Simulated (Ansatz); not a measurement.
**BH3S2: basis-set convergence**

An exercise on one series of results from a longer session: the logs are not shown, and one member is left open.

The runs use Ansatz 0.2.0, Gaussian basis; one geometry, several basis sets.

The runs, in order: PBE0-D4/def2-SVP; ωB97M-V/def2-SVP; PBE0-D4/def2-QZVPP; ωB97M-V/def2-QZVPP; the functionals' def2-TZVPP values are taken from earlier runs.

## The relaxed structure

All runs share one geometry, relaxed beforehand with PBE0-D4 in a triple-zeta def2 set.

SMILES `SBS`, 6 atoms, charge 0, spin multiplicity 1.

Atoms are counted from 1 here; the program's logs count them from 0.

Bond lengths: S1–B2 1.783 Å, S1–H4 1.346 Å, B2–S3 1.787 Å, B2–H5 1.190 Å, S3–H6 1.342 Å. Angles: B2–S1–H4 98.9°, S1–B2–S3 122.5°, S1–B2–H5 116.2°, S3–B2–H5 121.4°, B2–S3–H6 97.3°.

Set-up of the first run:

The input, in.yaml:

```yaml
crystal:
  periodic: [false, false, false]
  atoms:
    - {symbol: S, position_ang: [-0.819914, -0.605214, -1.516528]}
    - {symbol: B, position_ang: [0.091405, -0.453570, 0.008920]}
    - {symbol: S, position_ang: [0.333131, 1.114756, 0.829810]}
    - {symbol: H, position_ang: [-1.145615, 0.688114, -1.694575]}
    - {symbol: H, position_ang: [0.535531, -1.462239, 0.457518]}
    - {symbol: H, position_ang: [1.047563, 0.654053, 1.868754]}
basis:
  gaussian: {orbitals: def2-SVP}
hamiltonian: {xc: pbe0, dispersion: d4}
output: {orbitals: {seedname: orbitals}}
```

Steps of the session up to this table: PBE0-D4 in def2-SVP; ωB97M-V in def2-SVP; PBE0-D4 in def2-QZVPP; ωB97M-V in def2-QZVPP.

One of the session's tables, all rows but one given; the rest of the session is left out.

It belongs to the step «Density functionals: the series». 

```
functional       basis  HOMO (eV)
   PBE0-D4    def2-SVP      -7.45
   PBE0-D4  def2-TZVPP      -7.57
   PBE0-D4  def2-QZVPP      -7.60
   ωB97M-V    def2-SVP      -9.51
   ωB97M-V  def2-TZVPP      -9.67
   ωB97M-V  def2-QZVPP          ?
```

**Question.** Estimate the row for ωB97M-V, def2-QZVPP.

The run gave: HOMO (eV): -9.70. In the column «HOMO (eV)» it is the lowest.
